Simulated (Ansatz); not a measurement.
## Zone-centre LO phonon frequency of some alkali halides, all rock-salt

Method: LDA (PAW; Ansatz, a quantum-chemistry and plane-wave program). References are measured values at room or unstated temperature, uncorrected unless marked, so that the deviations hold thermal and zero-point effects besides the level's error.

Values in cm⁻¹.

```json
[
 {"solid": "rock-salt NaCl", "reference": "265", "LDA": "270", "deviation (%)": "+1.9"},
 {"solid": "rock-salt RbCl", "reference": "182", "LDA": "183", "deviation (%)": "+0.5"},
 {"solid": "rock-salt KCl", "reference": "212", "LDA": "222", "deviation (%)": "+4.7"},
 {"solid": "rock-salt NaF", "reference": "422", "LDA": "427", "deviation (%)": "+1.2"},
 {"solid": "rock-salt KBr", "reference": "166", "LDA": "172", "deviation (%)": "+3.6"},
 {"solid": "rock-salt LiF", "reference": "657", "LDA": "668", "deviation (%)": "+1.7"},
 {"solid": "rock-salt KF", "reference": "319", "LDA": "339", "deviation (%)": "+6.3"}
]
```

Over these 7 solids the mean deviation is +2.8 %, the mean absolute deviation 2.8 % (median 1.9 %), and the worst case rock-salt KF at +6.3 %; the value is too high in 7 of 7 cases.

Differences are worked out from the printed values.

Each level is taken at its own relaxed cell. Ansatz's density-functional and Hartree–Fock values are scalar-relativistic unless marked +SOC, with PAW data made under PBE.

Not in this set, of the alkali halides with a reference value in our tables and a result at some level: 1 for no value at LDA (not run, a failed fit, an unstable or unbound cell, or a value held back for tests). These can be a level's best or worst cases. Solids without a released value at any level aren't counted. Layered and molecular crystals are counted apart.

References as tabulated in arXiv:2311.05107; Harker's crystal data pages.
